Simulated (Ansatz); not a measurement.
Energy needed to pull apart CH4OSi (SMILES C=[SiH]O), singlet, into free ground-state atoms, from the structure below (displaced at random from a GFN2-xTB minimum); no zero-point or spin–orbit terms; open-shell atoms are treated unrestricted, in their ground-state multiplicity.

```xyz
7
angstrom
C -1.3826 0.2852 -0.6557
Si 0.3328 0.3227 0.3146
O 1.3494 -1.1352 -0.0326
H -1.6967 -0.5439 -0.9403
H -1.8102 1.2127 -0.2887
H 0.9477 1.2409 1.1673
H 2.0792 -0.9751 0.4812
```

Program: Ansatz 0.2.0. Basis: def2-TZVPP. Cores are frozen in the correlated methods. B3LYP uses VWN-RPA correlation.

```tsv
method	atomization energy (kcal/mol)
PBE-D4	556.9
r2SCAN-D4	546.7
PBE0-D4	?
B3LYP-D4	?
LC-wPBE	531.8
wB97M-V	544.2
HF	364.4
MP2	540.8
CCSD	519.7
CCSD(T)	531.8
```

(1) What does PBE0-D4 give? (Judge from chemistry; the value comes from the calculation.)

(2) What does B3LYP-D4 give? (An estimate is asked for; the value comes from the calculation.)

The T1 diagnostic stays at or below 0.021. The restricted Hartree–Fock reference is unstable towards an unrestricted one here.

Answers

(1) By the calculation: 539.2 kcal/mol, which is about 7.3 kcal/mol more than CCSD(T)/def2-TZVPP.

(2) By the calculation: 544.7 kcal/mol, which is about 12.9 kcal/mol more than CCSD(T)/def2-TZVPP.

In triple zeta the MP2 and coupled-cluster atomization energies are still short of their basis limit by a few kcal/mol a bond, whereas those of the functionals are nearly converged, so these differences are not deviations from converged CCSD(T).

For scale, one of the runs: CCSD(T)/def2-TZVPP forces, 160 basis functions (an equivalent command: `ansatz run in.yaml --threads 4`). The run took 43 s on 4 CPU threads (shared host), with 2.2 GiB of host memory at its peak.
